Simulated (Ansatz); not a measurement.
hcp Hf was calculated with RPBE (plane waves, PAW; Ansatz, a program for electronic structure).

Numerical settings: plane-wave cutoff 520 eV, 18×18×12 k mesh (along the axes of the cell as run), Fermi–Dirac smearing 0.05 eV, scalar-relativistic PAW data made under PBE.

Computed at the level's own relaxed cell.

Q: Predict the equilibrium volume per atom, bulk modulus B0 and pressure derivative B′ of the bulk modulus.

A: 
* **equilibrium volume per atom**: 23.14 Å³/atom
* **bulk modulus B0**: 102 GPa
* **pressure derivative B′ of the bulk modulus**: 3.4

The run finds no gap.

Measured, for comparison: bulk modulus 110 GPa (zero-point energy and finite temperature contributions removed; as tabulated in doi:10.1021/acs.jctc.3c00612). Computed (rounded) less measured: bulk modulus -7 %.

Note: the bulk modulus comes from volumes at which shape and atoms were relaxed.

Spin–orbit coupling is not included.

Static lattice: no zero-point or thermal effects.

Computing time: very roughly 3 core-minutes.
